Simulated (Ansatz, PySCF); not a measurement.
Gas-phase reaction in SMILES: [SiH2] (SiH2) → [SiH2] (SiH2) as doublet, charge +1 + e-
Geometries: B3LYP-D3(BJ)/def2-TZVP minima from Ansatz (a program for electronic structure). Unstable Hartree-Fock reference: [SiH2] (SiH2).

Quantity: adiabatic ionisation energy (electronic energy difference), in eV. Cores are frozen in the correlated levels unless marked. Open shells are spin-unrestricted. Spin-orbit coupling is left out. No relativistic terms. CBS marks a two-point X^-3 extrapolation of the correlation energy; Hartree-Fock from the larger set (for Q and 5 zeta extrapolated as (X+1)exp(-9√X)). The bracket is a focal-point correction in the basis named.

```json
[
 {"level": "HF/def2-TZVPD", "program": "PySCF", "adiabatic ionisation energy (eV)": "7.87", "minus last row": "-1.23"},
 {"level": "PBE0/6-31G*", "program": "Ansatz", "adiabatic ionisation energy (eV)": "8.90", "minus last row": "-0.20"},
 {"level": "LC-wPBE/def2-TZVPD", "program": "Ansatz", "adiabatic ionisation energy (eV)": "8.91", "minus last row": "-0.19"},
 {"level": "RPA@PBE/cc-pV(Q+d)Z", "program": "Ansatz", "adiabatic ionisation energy (eV)": "9.38", "minus last row": "0.28"},
 {"level": "RI-MP2/def2-TZVPPD", "program": "Ansatz", "adiabatic ionisation energy (eV)": "8.80", "minus last row": "-0.30"},
 {"level": "RI-MP2/CBS(aug-cc-pV(T+d)Z,aug-cc-pV(Q+d)Z)+[CCSD(T)-MP2]/aug-cc-pV(Q+d)Z", "program": "Ansatz", "adiabatic ionisation energy (eV)": "9.11", "minus last row": "0.01"},
 {"level": "CCSD(T)/CBS(cc-pV(Q+d)Z,cc-pV(5+d)Z)", "program": "Ansatz", "adiabatic ionisation energy (eV)": "9.10", "minus last row": "0.00"}
]
```
